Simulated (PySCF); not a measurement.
Geometry (Å), atoms numbered from 1 in this order:
```xyz
10

Si   -0.4332    1.0008    1.1398
H     0.4824    2.0343    1.7181
H    -1.3170    1.6287    0.1150
H    -1.2817    0.4898    2.2638
N     0.4648   -0.2610    0.3449
Si    0.2772   -0.9048   -1.2617
H     1.5846   -0.9264   -1.9905
H    -0.6871   -0.0238   -1.9826
H    -0.2494   -2.3074   -1.2687
H     1.1594   -0.7302    0.9217
```

Geometry: PBE0-D3(BJ)/def2-SVP; GIAO shifts from PySCF 2.14, gas phase, non-relativistic, averaged over equivalent atoms.

At PBE0/pcSseg-1 (100 basis functions, 2.7 s wall time on 1 thread of an x86-64 server CPU, shared host):
```
            atoms  δ (ppm)
          Si1/Si6    -45.6
H2/H3/H4/H7/H8/H9     4.75
              H10    -1.15
               N5     -5.4
```

Scale: ²⁹Si (σ = 351.99 ppm) and ¹H (σ = 31.27 ppm) vs TMS; NH3 for ¹⁵N (σ = 265.67 ppm) (reference shieldings calculated alike).

Question: Predict the values at wB97X-D/pcSseg-1 on the same geometry.

Answer: 
```tsv
atoms	δ at wB97X-D/pcSseg-1	change
Si1/Si6	-45.7	-0.1
H2/H3/H4/H7/H8/H9	4.66	-0.09
H10	-1.09	+0.06
N5	-6.8	-1.4
```

Shifts are taken against calculated references (same method and geometry level): TMS for ²⁹Si (σref 352.93) and ¹H (σref 31.38); ¹⁵N (σref 263.98) vs NH3.

The largest change is at N5 (nitrogen bonded to 2 Si, H). Cost: 100 basis functions, 2.9 s wall time on 1 thread of an x86-64 server CPU, shared host.

Experimental scales use liquid or dissolved standards, which lie at an offset from isolated NH3 (liquid NH3: subtract about 20 ppm).
